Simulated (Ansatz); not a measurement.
# CH₅ (doublet): wave-function methods side by side at distance H1–H2 along a hydrogen transfer = 0.844 Å, cc-pVTZ

How much of the correlation energy of CH₅ (doublet) does each wave-function method recover here?

The runs use Ansatz 0.2.0, Gaussian basis; cc-pVTZ, core rule «outside noble gas», up to 1 orbitals frozen.

The runs, in order: UHF; CCSD(T) on ROHF; CCSD(T) on UHF; BCCD(T) on ROHF; CISD; CCSDT(Q) on ROHF; CCSDT(Q) on UHF; CASSCF and NEVPT2, 3 electrons in 3 orbitals; CASSCF and NEVPT2, 9 electrons in 9 orbitals.

### 1 What is computed

The geometry derives from fragments relaxed apart (PBE0/def2-TZVP) and kept rigid, so it is no stationary point. A hydrogen atom is moved between rigid fragments.

6 atoms, charge 0, spin multiplicity 2.

Atoms are counted from 1 here; the program's logs count them from 0.

Bond lengths: H1–H2 0.844 Å, H2–C3 1.223 Å, C3–H4 1.080 Å, C3–H5 1.080 Å, C3–H6 1.080 Å. Angles: H1–H2–C3 180.0°, H2–C3–H4 90.0°, H2–C3–H5 90.0°, H2–C3–H6 90.0°, H4–C3–H5 120.0°, H4–C3–H6 120.0°, H5–C3–H6 120.0°.

### 2 UHF

in.yaml reads:

```yaml
crystal:
  periodic: [false, false, false]
  atoms:
    - {symbol: H, position_ang: [-1.872511, 0.000000, 0.000000]}
    - {symbol: H, position_ang: [-1.028511, 0.000000, 0.000000]}
    - {symbol: C, position_ang: [0.194489, 0.000000, 0.000000]}
    - {symbol: H, position_ang: [0.194489, -1.080023, 0.000000]}
    - {symbol: H, position_ang: [0.194489, 0.540011, 0.935327]}
    - {symbol: H, position_ang: [0.194489, 0.540012, -0.935327]}
basis:
  gaussian: {orbitals: cc-pVTZ}
magnetization: {spin_polarized: true, initial_magnetization: 1}
hamiltonian: {xc: hf}
output: {orbitals: {seedname: orbitals}}
```

Launch:

```bash
$ ansatz run in.yaml --threads 1 --pin off --events-out ev --progress --plain --max-ram 2816MiB --backend cpu
```

After this run come: CCSD(T) on ROHF; CCSD(T) on UHF; BCCD(T) on ROHF; CISD; CCSDT(Q) on ROHF; CCSDT(Q) on UHF; CASSCF and NEVPT2, 3 electrons in 3 orbitals; CASSCF and NEVPT2, 9 electrons in 9 orbitals.

Before running them: what should the planned runs give, taken together? Wanted: UCCSDT(Q) below the RHF energy; RMP2 from UCCSDT(Q); UMP2 from UCCSDT(Q); RCCSD from UCCSDT(Q); RCCSD(T) from UCCSDT(Q); UCCSD(T) from UCCSDT(Q); RCCSDT(Q) from UCCSDT(Q); NEVPT2 pair from UCCSDT(Q); NEVPT2 valence from UCCSDT(Q).

The runs gave:

```
                         quantity                                                   value
   UCCSDT(Q) below the RHF energy                                              -6.9110 eV
              RMP2 from UCCSDT(Q)                                            +80.7 kJ/mol
              UMP2 from UCCSDT(Q)                                            +88.0 kJ/mol
             RCCSD from UCCSDT(Q)                                            +21.7 kJ/mol
          RCCSD(T) from UCCSDT(Q)                                             +2.0 kJ/mol
          UCCSD(T) from UCCSDT(Q)                                             +2.1 kJ/mol
         RCCSDT(Q) from UCCSDT(Q)                                             +0.1 kJ/mol
       NEVPT2 pair from UCCSDT(Q)                                            +81.8 kJ/mol
    NEVPT2 valence from UCCSDT(Q)                                            +92.4 kJ/mol
levels within 1 kcal/mol (43 meV)  RCCSD(T), UCCSD(T), BCCD(T), RCCSDT, UCCSDT, RCCSDT(Q)
                    T1 diagnostic                                                   0.020
   effectively unpaired electrons                                                    1.02
```

RCCSD(T) misses by +2.0 kJ/mol, 0.3 % of the correlation energy. One determinant dominates. Of the multireference levels listed NEVPT2 pair comes nearest in total energy (+81.8 kJ/mol), which doesn't show that its space is the better one. These misses are within one basis, not against nature; the frozen cores of restricted and unrestricted runs differ, which can shift their rows.
